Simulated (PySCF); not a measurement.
## One molecule, many functionals

C₅H₁₁F.
SMILES: `CC(C)CCF`

Linear-response calculations in the def2-SVPD basis (PySCF; singlets by full response, triplets Tamm–Dancoff, core orbitals frozen in the response; HF means time-dependent Hartree–Fock). 'Strongest' is the level of largest summed f among the singlets computed (10 roots, of which the last may lack a degenerate partner); it can jump between rows when another state enters that window. S1 is the lowest singlet of each run and needn't be the same state throughout; f(S1) is that of one state. Isolated species at its PBE0-D3(BJ)/def2-SVP geometry (one conformer only).

| functional | kind | S1 (eV) | f(S1) | strongest (eV) | T1 (eV) | HOMO (eV) | gap (eV) | ionisation energy, ΔSCF (eV) |
| --- | --- | --- | --- | --- | --- | --- | --- | --- |
| LDA | LDA | 7.48 | 0.008 | 8.39 | 7.39 | -7.60 | 7.44 | 10.96 |
| PBE | GGA | 7.50 | 0.014 | 8.18 | 7.40 | -7.50 | 7.46 | 10.39 |
| B3LYP | global hybrid, 20% exact exchange | 8.33 | 0.017 | 9.24 | 8.19 | -8.84 | 9.21 | 10.98 |
| PBE0 | global hybrid, 25% exact exchange | 8.60 | 0.015 | 9.48 | 8.39 | -9.05 | 9.71 | 11.00 |
| BHandHLYP | global hybrid, 50% exact exchange | 9.29 | 0.015 | 10.14 | 8.95 | -10.51 | 11.66 | 11.46 |
| CAM-B3LYP | range-separated hybrid | 8.89 | 0.011 | 9.75 | 8.63 | -10.51 | 11.81 | 11.33 |
| wB97X-D | range-separated hybrid | 9.16 | 0.009 | 9.97 | 9.00 | -10.96 | 13.28 | 11.22 |
| LC-wPBE | range-separated hybrid | 9.47 | 0.006 | 10.45 | 9.07 | -11.81 | 14.23 | 11.56 |

Question: What does HF (Hartree–Fock) give?

Answer: S1 (eV) 10.39, f(S1) 0.008, strongest (eV) 11.15, T1 (eV) 9.52, HOMO (eV) -12.67, gap (eV) 15.36, ionisation energy, ΔSCF (eV) not settled. S1 runs from 7.48 eV (LDA) to 10.39 eV (HF), a spread of 2.91 eV, while the orbital gap spreads over 7.9 eV. Along PBE (0%), B3LYP (20%), PBE0 (25%), BHandHLYP (50%), HF (100%) S1 rises with the share of exact exchange. −ε(HOMO) comes closest to its own ΔSCF ionisation energy with LC-wPBE (+0.25 eV) and misses most with LDA (-3.37 eV). 'Not settled' means that the ion's SCF failed to converge or may have ended in another state than the lowest.
